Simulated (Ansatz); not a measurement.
**Al2HF (triplet): from Hartree-Fock to the top rungs, cc-pVDZ**

How much of the correlation energy of Al2HF (triplet) does each wave-function method recover here?

Computed with Ansatz 0.2.0, Gaussian basis. Level: cc-pVDZ, core rule «outside noble gas», up to 11 orbitals frozen.

To be run: UHF; CCSD(T) on ROHF; CCSD(T) on UHF; BCCD(T) on ROHF; CISD; CCSDT(Q) on ROHF; CCSDT(Q) on UHF; CASSCF and NEVPT2, 10 electrons in 10 orbitals.

19 further runs of the same task are left out: 8 that didn't finish, 11 set aside as unsound or not needed.

## Step 1: What is computed

The geometry is a PBE0/def2-TZVP stationary point (not a proven minimum) of the parent state, kept for this charge and spin.

4 atoms, charge 0, spin multiplicity 3.

Atoms are counted from 1 here; the program's logs count them from 0.

Bond lengths: Al1–Al2 2.671 Å, Al1–H4 1.800 Å, Al2–F3 1.660 Å. Angles: Al2–Al1–H4 48.0°, Al1–Al2–F3 148.2°.

Geometry (Å):

```xyz
4
charge 0, multiplicity 3
Al    0.0000    0.0860    2.0516
Al    0.0000   -0.3405   -0.5851
F     0.0000    0.2971   -2.1172
H     0.0000    1.2129    0.6486
```

## Step 2: UHF

File in.yaml:

```yaml
crystal:
  periodic: [false, false, false]
  atoms:
    - {symbol: Al, position_ang: [0.000000, 0.086032, 2.051632]}
    - {symbol: Al, position_ang: [0.000000, -0.340512, -0.585065]}
    - {symbol: F, position_ang: [0.000000, 0.297062, -2.117226]}
    - {symbol: H, position_ang: [0.000000, 1.212928, 0.648553]}
basis:
  gaussian: {orbitals: cc-pVDZ}
magnetization: {spin_polarized: true, initial_magnetization: 2}
hamiltonian: {xc: hf}
output: {orbitals: {seedname: orbitals}}
```

The run is started by

```
ansatz run in.yaml --threads 1 --pin off --events-out ev --progress --plain --max-ram 2393MiB
```

The runs that follow: CCSD(T) on ROHF; CCSD(T) on UHF; BCCD(T) on ROHF; CISD; CCSDT(Q) on ROHF; CCSDT(Q) on UHF; CASSCF and NEVPT2, 10 electrons in 10 orbitals.

Before running them: what should the planned runs give, taken together? Wanted: UCCSDT(Q) below the RHF energy; RMP2 from UCCSDT(Q); UMP2 from UCCSDT(Q); RCCSD from UCCSDT(Q); RCCSD(T) from UCCSDT(Q); UCCSD(T) from UCCSDT(Q); RCCSDT(Q) from UCCSDT(Q); T1 diagnostic.

As calculated:

```
                         quantity                      value
   UCCSDT(Q) below the RHF energy                 -8.8005 eV
              RMP2 from UCCSDT(Q)               +99.8 kJ/mol
              UMP2 from UCCSDT(Q)              +101.2 kJ/mol
             RCCSD from UCCSDT(Q)               +27.3 kJ/mol
          RCCSD(T) from UCCSDT(Q)                +7.2 kJ/mol
          UCCSD(T) from UCCSDT(Q)                +7.0 kJ/mol
         RCCSDT(Q) from UCCSDT(Q)                +0.4 kJ/mol
levels within 1 kcal/mol (43 meV)  RCCSDT, UCCSDT, RCCSDT(Q)
                    T1 diagnostic                      0.033
```

**Reading.** RCCSD(T) misses by +7.2 kJ/mol, 0.8 % of the correlation energy. These misses are within one basis, not against nature; the frozen cores of restricted and unrestricted runs differ, which can shift their rows.
